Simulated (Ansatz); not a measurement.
**C₄H₉N: a ladder of functionals and wavefunction methods**

One table from this session's results is given with a row withheld; the runs are named, their logs left out.

Computed with Ansatz 0.2.0, Gaussian basis. Level: functionals in def2-TZVPP, the program's frozen cores in correlated methods.

Plan: PBE-D4, r2SCAN-D4, PBE0-D4, B3LYP-D4, ωB97X-V, ωB97M-V, B2PLYP; CCSD(T)/def2-TZVPP; MP2/def2-QZVPP; extrapolation to the limit.

## The relaxed structure

The geometry comes from an earlier relaxation with PBE0-D4 in a triple-zeta def2 set; it is a stationary point, not always the lowest conformer.

SMILES `C=CNCC`, 14 atoms, charge 0, spin multiplicity 1.

Atoms are counted from 1 here; the program's logs count them from 0.

Bond lengths: C1–C2 1.334 Å, C1–H6 1.080 Å, C1–H7 1.085 Å, C2–N3 1.375 Å, C2–H8 1.088 Å, N3–C4 1.446 Å, N3–H9 1.009 Å, C4–C5 1.521 Å, C4–H10 1.094 Å, C4–H11 1.095 Å, C5–H12 1.093 Å, C5–H13 1.093 Å, C5–H14 1.093 Å. Angles: C2–C1–H6 120.2°, C2–C1–H7 122.0°, H6–C1–H7 117.7°, C1–C2–N3 127.2°, C1–C2–H8 119.7°, N3–C2–H8 113.1°, C2–N3–C4 119.4°, C2–N3–H9 114.3°, C4–N3–H9 114.4°, N3–C4–C5 114.6°, N3–C4–H10 108.1°, N3–C4–H11 107.4°, C5–C4–H10 110.1°, C5–C4–H11 109.9°, H10–C4–H11 106.2°, C4–C5–H12 110.8°, C4–C5–H13 110.9°, C4–C5–H14 111.0° and more.

As a file:

```
C    -1.6330    1.6041   -0.8805
C    -0.7072    1.1434   -0.0371
N     0.5303    0.6368   -0.3581
C     1.1454   -0.3405    0.5120
C     0.5254   -1.7278    0.4459
H    -2.5369    2.0579   -0.5005
H    -1.5014    1.5656   -1.9565
H    -0.8814    1.1947    1.0359
H     0.6648    0.4612   -1.3429
H     2.2102   -0.3919    0.2669
H     1.0852    0.0466    1.5341
H    -0.5349   -1.6921    0.7069
H     0.6077   -2.1449   -0.5614
H     1.0257   -2.4131    1.1353
```

Set-up of the first run:

in.yaml

```yaml
crystal:
  periodic: [false, false, false]
  atoms:
    - {symbol: C, position_ang: [-1.632969, 1.604136, -0.880515]}
    - {symbol: C, position_ang: [-0.707170, 1.143381, -0.037053]}
    - {symbol: N, position_ang: [0.530254, 0.636756, -0.358084]}
    - {symbol: C, position_ang: [1.145412, -0.340473, 0.511961]}
    - {symbol: C, position_ang: [0.525437, -1.727779, 0.445943]}
    - {symbol: H, position_ang: [-2.536881, 2.057866, -0.500531]}
    - {symbol: H, position_ang: [-1.501385, 1.565632, -1.956481]}
    - {symbol: H, position_ang: [-0.881381, 1.194694, 1.035883]}
    - {symbol: H, position_ang: [0.664829, 0.461227, -1.342904]}
    - {symbol: H, position_ang: [2.210243, -0.391916, 0.266899]}
    - {symbol: H, position_ang: [1.085174, 0.046569, 1.534149]}
    - {symbol: H, position_ang: [-0.534910, -1.692137, 0.706861]}
    - {symbol: H, position_ang: [0.607707, -2.144905, -0.561407]}
    - {symbol: H, position_ang: [1.025659, -2.413059, 1.135278]}
basis:
  gaussian: {orbitals: def2-TZVPP}
hamiltonian: {xc: pbe, dispersion: d4}
output: {forces: true, orbitals: {seedname: orbitals}}
```

The run is started by

```sh
$ ansatz run in.yaml --threads 2 --pin off --events-out ev --progress --plain --max-ram 22528MiB --backend cuda --devices 0, --max-vram 18GiB
```

Steps of the session up to this table: PBE-D4 (GGA); r2SCAN-D4 (meta-GGA); PBE0-D4 (hybrid); B3LYP-D4 (hybrid); ωB97X-V (range-separated); ωB97M-V (range-separated); B2PLYP (double hybrid); CCSD(T) in def2-TZVPP; MP2 in def2-QZVPP.

One of the session's tables, all rows but one given; the rest of the session is left out.

It belongs to the step «Atomisation energies». 

```
            method  atoms, summed (eV)  atomisation energy (kJ/mol)
            PBE-D4           -5720.175                       5665.6
         r2SCAN-D4           -5725.603                       5535.4
           PBE0-D4           -5721.864                       5572.7
          B3LYP-D4                   ?                            ?
           ωB97X-V           -5727.373                       5536.3
           ωB97M-V           -5725.960                       5546.1
            B2PLYP           -5724.322                       5485.6
     HF/def2-TZVPP           -5705.437                       4053.5
    MP2/def2-TZVPP           -5715.214                       5447.6
   CCSD/def2-TZVPP           -5717.873                       5312.9
CCSD(T)/def2-TZVPP           -5718.156                       5388.5
           MP2/CBS           -5716.901                       5578.9
       CCSD(T)/CBS           -5719.842                       5519.7
```

Q: Estimate the row for B3LYP-D4 from the others.

As computed: atoms, summed (eV): -5729.664; atomisation energy (kJ/mol): 5552.4. In the column «atoms, summed (eV)» it is the lowest.
